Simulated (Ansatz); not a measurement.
Reaction (SMILES): ClC (CH3-Cl) → [CH2]Cl (CH2-Cl) + H atom
B3LYP-D3(BJ)/def2-TZVP geometries, fixed; electronic energies without zero-point terms.

The bond dissociation energy at CCSD(T) with Ansatz (an electronic-structure program), in kcal/mol, split into its Hartree-Fock and correlation parts. Cores are frozen. Open shells are unrestricted. No added dispersion term, no relativity. Functions are those of the species that has most.

```
basis            X  functions  Hartree-Fock  CCSD(T)
---------------  -  ---------  ------------  -------
aug-cc-pV(D+d)Z  2         82         82.57   103.36
aug-cc-pV(T+d)Z  3        170         83.02   106.44
aug-cc-pV(Q+d)Z  4        307         82.90   106.75
```

Worked estimate of the basis-set limit from each neighbouring pair, with Hartree-Fock from the larger set and the correlation part extrapolated as X^-3.
Correlation parts: X = 2: 20.79, X = 3: 23.42, X = 4: 23.85.
- (2,3): (27·(23.42) - 8·(20.79))/19 = 24.53; with Hartree-Fock 83.02 the estimate is 107.55 kcal/mol.
- (3,4): (64·(23.85) - 27·(23.42))/37 = 24.16; with Hartree-Fock 82.90 the estimate is 107.06 kcal/mol.
The last two estimates differ by 0.48 kcal/mol; the largest set lies 0.31 from the last. Over the last step Hartree-Fock moves by -0.12 and the correlation part by 0.43.
